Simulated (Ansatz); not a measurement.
**Basis-set limit of HfS, triplet**

```yaml
atoms:
  - { symbol: Hf, position_ang: [0.0000, 0.0000, 0.0000] }
  - { symbol: S, position_ang: [0.0000, 0.0000, 2.1637] }
```

Ansatz 0.2.0, UHF determinant, valence electrons correlated, core potentials past Kr. Energies in eV.

```json
{"set": "def2-TZVPP", "X": "3", "functions": "98", "Hartree–Fock": "-12108.8474", "MP2 correlation": "-6.4727", "CCSD(T) correlation": "-7.3011", "time": "40 s on 1 × NVIDIA H100 80GB HBM3 with 1 thread of AMD EPYC 7R13 Processor (Zen 3), with other jobs on the host"}
{"set": "def2-QZVPP", "X": "4", "functions": "151", "Hartree–Fock": "-12109.1764", "MP2 correlation": "-6.9888", "CCSD(T) correlation": "-7.7951", "time": "47 s on 1 × NVIDIA H100 80GB HBM3 with 1 thread of AMD EPYC 7R13 Processor (Zen 3), on a shared host"}
```

Hartree–Fock is taken to follow E(X) = E∞ + A·exp(−7.88·√X), correlation E(X) = E∞ + B·X^−2.97.

Cautions: no spin-orbit coupling; outer-core shells of the metal frozen; another spin lies lower.

Task: Work out the CCSD(T) energy at the limit, and how far the shortcut misses it that extrapolates MP2 and adds CCSD(T) minus MP2 from the smaller set.

Result: Hartree–Fock: E∞ = E4 + 0.1377·(E4 − E3) = -12109.2217. Correlation: E∞ = E4 + 0.7407·(E4 − E3) = -8.1610 for CCSD(T) and -7.3710 for MP2. The limit is -12117.3827 eV, 0.411 eV below def2-QZVPP. The shortcut gives a correlation energy of -7.3710 + (-0.8285) = -8.1995, 39 meV lower than the direct value.

Past Ne part of the Hartree–Fock step between the two sets comes from the cores, which don't follow the formula, so the 45 meV that it adds to the total can overshoot; that part largely cancels in differences.

The exponents were fitted on light atoms, and def2 sets of heavy atoms don't grow evenly, so the limit is rough here.
